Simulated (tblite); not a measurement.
Compound: C₄H₄P₂.
SMILES: `c1pcccp1`

Method: GFN2-xTB as coded in tblite; computed harmonic values from a numerical Hessian at the method's own geometry, unscaled. Against measured fundamentals such values can be off by several per cent, at times by over 20.

Harmonic wavenumbers (cm⁻¹): 192.8, 209.4, 384.0, 392.3, 475.7, 694.1, 695.1, 770.1, 784.0, 811.8, 829.9, 839.9, 922.0, 983.4, 1143.6, 1196.6, 1237.9, 1326.3, 1424.2, 1477.8, 2995.9, 3010.5, 3030.1, 3034.8.

A = 3971, B = 2534, C = 1547 MHz; mass 113.979 u (most abundant isotopes); point group C2v, symmetry number 2.

Zero-point energy?

Half the sum of the wavenumbers: 14431 cm⁻¹ = 172.63 kJ/mol.

Give the ideal-gas entropy at 273.15 K and 1 bar in the rigid-rotor, harmonic-oscillator model (classical rotation).

Translation 166.10, rotation 107.89, vibration 32.73: S = 306.7 J/(mol K).

And Cp and H(273.15 K) − H(0)?

Cp = 87.95 J/(mol K), of which vibrations give 54.69 (their classical limit is 24 R = 199.5); H(273.15 K) − H(0) = 14.93 kJ/mol without the zero-point energy, 5.85 from vibrations.

What must be added to the electronic energy to get the Gibbs energy at 273.15 K and 1 bar?

ZPE + [H(273.15 K) − H(0)] − T·S = 172.63 + 14.93 − 83.78 = 103.78 kJ/mol.

Which modes carry the vibrational entropy at 273.15 K?

192.8 cm⁻¹: 8.53; 209.4 cm⁻¹: 7.91; 384.0 cm⁻¹: 3.74; 392.3 cm⁻¹: 3.62; 475.7 cm⁻¹: 2.56; 694.1 cm⁻¹: 1.02 J/(mol K); the other 18 give 5.34 together.

Hindered rotation and anharmonicity are outside this model.
